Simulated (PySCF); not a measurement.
# Ionisation of carbon monoxide

Molecule: carbon monoxide, `[C-]#[O+]` (CO). Optimised structure (Å), atoms numbered from 1:
```
C     0.5667   -0.0059   -0.0055
O    -0.5612    0.0085   -0.0228
```

These are calculated values, ωB97X-D3(BJ)/ma-def2-TZVP in PySCF (grid level 2) at geometries from PBE0-D3(BJ)/def2-SVP. The prefix ma- adds one diffuse s and one diffuse p function on all atoms but H. ωB97X-D3(BJ) is ωB97X-V with D3(BJ) in place of VV10. Zero-point and thermal terms (298.15 K, 1 bar) come from unscaled PBE0-D3(BJ)/def2-SVP harmonic frequencies, with soft modes damped to free rotors in the entropy.

Frontier levels of the parent: HOMO -13.51 eV, LUMO 1.32 eV.

Oxidation to the radical cation:
```
Vertical ionisation energy (electronic)              : 14.31 eV
Adiabatic ionisation energy (with zero-point energy) : 14.29 eV
Adiabatic, electronic part                           : 14.29 eV
Vertical gap at the product's structure              : 14.27 eV
Inner reorganisation energy (four-point)             : 40 meV
Relaxation of product / of parent                    : 24 / 17 meV
⟨S²⟩ of the product                                  : 0.764
Largest spin populations                             : C1 1.08
Largest changes of atomic charge                     : C1 0.72, O2 0.28
Distances that move most (Å)                         : C1–O2 1.128 → 1.110
Potential in dichloromethane                         : 11.29 V absolute, 6.59 V against Fc+/Fc computed at 4.70 V (solvation -2 → -290 kJ/mol)
```

Solvents are IEF-PCM continua (electrostatics only, gas-phase structures); absolute potentials refer to an electron at rest in vacuum. Fc+/Fc in dichloromethane, 4.70 V, is ωB97X-D3(BJ)/ma-def2-TZVP on PBE0-D3(BJ)/def2-SVP structures with GFN2-xTB thermal terms. Benchmark calculations put it near 5.0 V in acetonitrile and DMSO, so it is about 0.3 V low, and the value against it can read up to that much too high.

Measured values (NIST Chemistry WebBook, evaluated or the median of agreeing entries): adiabatic ionisation energy 14.01 eV (computed 14.29, difference 0.28).

Hardware: 1 thread of Intel Xeon Platinum 8259CL @ 2.50GHz, shared with other jobs. Command: `OMP_NUM_THREADS=1 python redox_run.py task.json out`. Structures, frequencies and single points: 15 s.
